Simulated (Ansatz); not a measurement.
## Molecular dynamics of CH$_{6}$BCl

input.yaml

```yaml
crystal:
  periodic: [false, false, false]
  atoms:
    - { symbol: B, position_ang: [-0.031103, -0.266529, 0.271897] }
    - { symbol: C, position_ang: [-0.008141, 0.050462, 1.929575] }
    - { symbol: H, position_ang: [-0.948543, -0.018066, 2.481709] }
    - { symbol: H, position_ang: [0.819312, -0.313159, 2.545623] }
    - { symbol: H, position_ang: [0.185897, 1.117124, 1.756764] }
    - { symbol: H, position_ang: [1.041387, -0.15661, -0.223056] }
    - { symbol: H, position_ang: [-1.037016, 0.106378, -0.233609] }
    - { symbol: Cl, position_ang: [-0.297176, -2.423291, 0.325675] }
    - { symbol: H, position_ang: [-0.158618, -1.283109, 1.305023] }
basis:
  gaussian: { orbitals: "6-31G*" }
hamiltonian:
  xc: cam_b3lyp
md:
  timestep: 0.5
  n_steps: 200
  ensemble: nve
  temperature: 100.0
  initial_velocities: maxwell_boltzmann
  seed: 6707
```

Launched with:

```bash
$ ansatz run input.yaml --threads 2 --pin off --max-ram 3072MiB --backend cpu --events-out ev --progress --plain --runs-dir out
```

It starts at the highest image of a converged band, a first-order saddle point between two minima.

Output, in part (one step line in 4, the closing report, with atoms numbered from 0):

```
md step     0: t =     0.00 fs  T =   100.0 K  F+E_penalty+E_count = -14330.94266882 eV  E_kin = 0.090482 eV  conserved = -14330.85218682 eV  (24 SCF iters)
md step     4: t =     2.00 fs  T =    80.6 K  F+E_penalty+E_count = -14330.92493758 eV  E_kin = 0.072954 eV  conserved = -14330.85198396 eV  (23 SCF iters)
md step     8: t =     4.00 fs  T =    63.0 K  F+E_penalty+E_count = -14330.90897503 eV  E_kin = 0.057006 eV  conserved = -14330.85196923 eV  (23 SCF iters)
md step    12: t =     6.00 fs  T =    53.9 K  F+E_penalty+E_count = -14330.90085693 eV  E_kin = 0.048790 eV  conserved = -14330.85206718 eV  (24 SCF iters)
md step    16: t =     8.00 fs  T =    40.8 K  F+E_penalty+E_count = -14330.88876483 eV  E_kin = 0.036920 eV  conserved = -14330.85184522 eV  (24 SCF iters)
md step    20: t =    10.00 fs  T =    62.4 K  F+E_penalty+E_count = -14330.90842215 eV  E_kin = 0.056424 eV  conserved = -14330.85199777 eV  (27 SCF iters)
md step    24: t =    12.00 fs  T =    96.9 K  F+E_penalty+E_count = -14330.93959199 eV  E_kin = 0.087683 eV  conserved = -14330.85190881 eV  (25 SCF iters)
md step    28: t =    14.00 fs  T =   160.8 K  F+E_penalty+E_count = -14330.99740545 eV  E_kin = 0.145505 eV  conserved = -14330.85190055 eV  (25 SCF iters)
md step    32: t =    16.00 fs  T =   251.2 K  F+E_penalty+E_count = -14331.07985229 eV  E_kin = 0.227312 eV  conserved = -14330.85254062 eV  (25 SCF iters)
md step    36: t =    18.00 fs  T =   273.8 K  F+E_penalty+E_count = -14331.09964923 eV  E_kin = 0.247705 eV  conserved = -14330.85194438 eV  (25 SCF iters)
md step    40: t =    20.00 fs  T =   393.1 K  F+E_penalty+E_count = -14331.20747186 eV  E_kin = 0.355679 eV  conserved = -14330.85179251 eV  (26 SCF iters)
md step    44: t =    22.00 fs  T =   619.2 K  F+E_penalty+E_count = -14331.41319586 eV  E_kin = 0.560240 eV  conserved = -14330.85295606 eV  (25 SCF iters)
md step    48: t =    24.00 fs  T =   718.9 K  F+E_penalty+E_count = -14331.50245039 eV  E_kin = 0.650491 eV  conserved = -14330.85195927 eV  (25 SCF iters)
md step    52: t =    26.00 fs  T =   878.7 K  F+E_penalty+E_count = -14331.64671829 eV  E_kin = 0.795051 eV  conserved = -14330.85166687 eV  (25 SCF iters)
md step    56: t =    28.00 fs  T =  1160.7 K  F+E_penalty+E_count = -14331.90317569 eV  E_kin = 1.050192 eV  conserved = -14330.85298334 eV  (25 SCF iters)
md step    60: t =    30.00 fs  T =  1300.7 K  F+E_penalty+E_count = -14332.02936462 eV  E_kin = 1.176880 eV  conserved = -14330.85248507 eV  (25 SCF iters)
md step    64: t =    32.00 fs  T =  1480.4 K  F+E_penalty+E_count = -14332.19187931 eV  E_kin = 1.339513 eV  conserved = -14330.85236658 eV  (25 SCF iters)
md step    68: t =    34.00 fs  T =  1681.9 K  F+E_penalty+E_count = -14332.37551936 eV  E_kin = 1.521811 eV  conserved = -14330.85370852 eV  (25 SCF iters)
md step    72: t =    36.00 fs  T =  1629.5 K  F+E_penalty+E_count = -14332.32624469 eV  E_kin = 1.474372 eV  conserved = -14330.85187266 eV  (25 SCF iters)
md step    76: t =    38.00 fs  T =  1674.0 K  F+E_penalty+E_count = -14332.36772616 eV  E_kin = 1.514624 eV  conserved = -14330.85310210 eV  (25 SCF iters)
md step    80: t =    40.00 fs  T =  1588.8 K  F+E_penalty+E_count = -14332.29067740 eV  E_kin = 1.437539 eV  conserved = -14330.85313859 eV  (25 SCF iters)
md step    84: t =    42.00 fs  T =  1508.1 K  F+E_penalty+E_count = -14332.21601484 eV  E_kin = 1.364549 eV  conserved = -14330.85146601 eV  (26 SCF iters)
md step    88: t =    44.00 fs  T =  1678.6 K  F+E_penalty+E_count = -14332.37227874 eV  E_kin = 1.518861 eV  conserved = -14330.85341807 eV  (25 SCF iters)
md step    92: t =    46.00 fs  T =  1733.9 K  F+E_penalty+E_count = -14332.42055748 eV  E_kin = 1.568855 eV  conserved = -14330.85170291 eV  (27 SCF iters)
md step    96: t =    48.00 fs  T =  1965.0 K  F+E_penalty+E_count = -14332.63057321 eV  E_kin = 1.777959 eV  conserved = -14330.85261469 eV  (25 SCF iters)
md step   100: t =    50.00 fs  T =  2154.0 K  F+E_penalty+E_count = -14332.80297606 eV  E_kin = 1.949004 eV  conserved = -14330.85397220 eV  (25 SCF iters)
md step   104: t =    52.00 fs  T =  2109.4 K  F+E_penalty+E_count = -14332.76009157 eV  E_kin = 1.908617 eV  conserved = -14330.85147473 eV  (26 SCF iters)
md step   108: t =    54.00 fs  T =  2176.7 K  F+E_penalty+E_count = -14332.82341104 eV  E_kin = 1.969504 eV  conserved = -14330.85390697 eV  (25 SCF iters)
md step   112: t =    56.00 fs  T =  1995.7 K  F+E_penalty+E_count = -14332.65807896 eV  E_kin = 1.805779 eV  conserved = -14330.85229956 eV  (27 SCF iters)
md step   116: t =    58.00 fs  T =  1817.8 K  F+E_penalty+E_count = -14332.49658433 eV  E_kin = 1.644798 eV  conserved = -14330.85178601 eV  (32 SCF iters)
md step   120: t =    60.00 fs  T =  1764.1 K  F+E_penalty+E_count = -14332.44947920 eV  E_kin = 1.596165 eV  conserved = -14330.85331442 eV  (31 SCF iters)
md step   124: t =    62.00 fs  T =  1593.8 K  F+E_penalty+E_count = -14332.29338668 eV  E_kin = 1.442105 eV  conserved = -14330.85128178 eV  (31 SCF iters)
md step   128: t =    64.00 fs  T =  1645.8 K  F+E_penalty+E_count = -14332.34202772 eV  E_kin = 1.489147 eV  conserved = -14330.85288120 eV  (30 SCF iters)
md step   132: t =    66.00 fs  T =  1708.7 K  F+E_penalty+E_count = -14332.39863400 eV  E_kin = 1.546085 eV  conserved = -14330.85254858 eV  (30 SCF iters)
md step   136: t =    68.00 fs  T =  1744.5 K  F+E_penalty+E_count = -14332.43021256 eV  E_kin = 1.578427 eV  conserved = -14330.85178584 eV  (25 SCF iters)
md step   140: t =    70.00 fs  T =  1918.7 K  F+E_penalty+E_count = -14332.58893472 eV  E_kin = 1.736042 eV  conserved = -14330.85289259 eV  (31 SCF iters)
md step   144: t =    72.00 fs  T =  1996.5 K  F+E_penalty+E_count = -14332.65922423 eV  E_kin = 1.806467 eV  conserved = -14330.85275749 eV  (31 SCF iters)
md step   148: t =    74.00 fs  T =  2047.0 K  F+E_penalty+E_count = -14332.70447289 eV  E_kin = 1.852175 eV  conserved = -14330.85229799 eV  (30 SCF iters)
md step   152: t =    76.00 fs  T =  2142.9 K  F+E_penalty+E_count = -14332.79213671 eV  E_kin = 1.938929 eV  conserved = -14330.85320808 eV  (30 SCF iters)
md step   156: t =    78.00 fs  T =  2078.4 K  F+E_penalty+E_count = -14332.73312876 eV  E_kin = 1.880623 eV  conserved = -14330.85250616 eV  (29 SCF iters)
md step   160: t =    80.00 fs  T =  2000.8 K  F+E_penalty+E_count = -14332.66304453 eV  E_kin = 1.810391 eV  conserved = -14330.85265384 eV  (25 SCF iters)
md step   164: t =    82.00 fs  T =  1872.8 K  F+E_penalty+E_count = -14332.54776648 eV  E_kin = 1.694520 eV  conserved = -14330.85324664 eV  (28 SCF iters)
md step   168: t =    84.00 fs  T =  1681.3 K  F+E_penalty+E_count = -14332.37264504 eV  E_kin = 1.521252 eV  conserved = -14330.85139346 eV  (29 SCF iters)
md step   172: t =    86.00 fs  T =  1737.6 K  F+E_penalty+E_count = -14332.42476497 eV  E_kin = 1.572251 eV  conserved = -14330.85251430 eV  (24 SCF iters)
md step   176: t =    88.00 fs  T =  1876.6 K  F+E_penalty+E_count = -14332.55044263 eV  E_kin = 1.697949 eV  conserved = -14330.85249369 eV  (29 SCF iters)
md step   180: t =    90.00 fs  T =  2050.1 K  F+E_penalty+E_count = -14332.70748898 eV  E_kin = 1.854967 eV  conserved = -14330.85252185 eV  (25 SCF iters)
md step   184: t =    92.00 fs  T =  2202.0 K  F+E_penalty+E_count = -14332.84587674 eV  E_kin = 1.992393 eV  conserved = -14330.85348362 eV  (25 SCF iters)
md step   188: t =    94.00 fs  T =  2157.8 K  F+E_penalty+E_count = -14332.80495984 eV  E_kin = 1.952435 eV  conserved = -14330.85252533 eV  (25 SCF iters)
md step   192: t =    96.00 fs  T =  2055.8 K  F+E_penalty+E_count = -14332.71300396 eV  E_kin = 1.860115 eV  conserved = -14330.85288912 eV  (26 SCF iters)
md step   196: t =    98.00 fs  T =  1904.6 K  F+E_penalty+E_count = -14332.57578117 eV  E_kin = 1.723345 eV  conserved = -14330.85243621 eV  (26 SCF iters)
md step   200: t =   100.00 fs  T =  1749.8 K  F+E_penalty+E_count = -14332.43548899 eV  E_kin = 1.583281 eV  conserved = -14330.85220844 eV  (26 SCF iters)
Total energy: -14332.43561572 eV, -526.7072940039 hartree
Atom 0 at    -0.129450    -1.229213    -1.348101 Å, force    -0.549102    -2.481014     2.003782 eV/Å
Atom 1 at     0.134438     1.290230     4.019756 Å, force     0.728977    -0.951864     0.982382 eV/Å
Atom 2 at    -0.876699     1.723813     4.049143 Å, force     0.317879    -0.210230    -0.059096 eV/Å
Atom 3 at     0.895962     2.091486     3.982048 Å, force    -0.382869    -0.270631     0.139435 eV/Å
Atom 4 at     0.285034     0.647930     3.129476 Å, force    -0.304751     0.304851     0.394694 eV/Å
Atom 5 at     0.928368    -1.171386    -1.871103 Å, force     0.022878     0.130786     0.018067 eV/Å
Atom 6 at    -1.133161    -0.625957    -1.518201 Å, force     0.138914     0.167548    -0.059746 eV/Å
Atom 7 at    -0.330159    -2.659296    -0.033436 Å, force     0.387837     2.185228    -1.960999 eV/Å
Atom 8 at     0.318655     0.638001     4.957800 Å, force    -0.359764     1.125325    -1.458518 eV/Å
Dipole moment:     0.047577     0.292239    -0.265271 e Å
```

The run went to its last step. The conserved energy stayed within 0.22 meV per atom of its start (net change -0.0023 meV per atom), so the integration is sound. The kinetic energy rose, since the run started high on the potential surface and went downhill. It ends in pieces (BClH2 + CH4), so much of that is their flight and rotation, not heat. A run of 0.1 ps of so small a system gives no equilibrium averages. The orbitals stay closed-shell, which can raise the energy where a bond breaks towards radicals; this wasn't checked here.

Between its relaxed ends the band would form B1–Cl8, C2–H9 and break B1–C2, Cl8–H9. These pairs go: B1–Cl8 2.17 → 1.95 Å, C2–H9 1.48 → 1.16 Å, B1–C2 1.69 → 5.94 Å, Cl8–H9 1.51 → 6.02 Å. In the last frame they stand as after the step (other bonds may differ from the relaxed reactants and products). It ends as BClH2 + CH4. Pairs count as bonded within 1.25 times the sum of covalent radii (0.12 Å more for H–H).

Last frame:

```xyz
9
Properties=species:S:1:pos:R:3
B -0.129 -1.229 -1.348
C 0.134 1.290 4.020
H -0.877 1.724 4.049
H 0.896 2.091 3.982
H 0.285 0.648 3.130
H 0.928 -1.171 -1.871
H -1.133 -0.626 -1.518
Cl -0.330 -2.659 -0.033
H 0.319 0.638 4.958
```

Time of the run: 5.4 min on 2 threads of Intel(R) Xeon(R) Platinum 8259CL CPU @ 2.50GHz (Skylake/Cascade Lake) (shared host), peak memory 0.15 GiB.
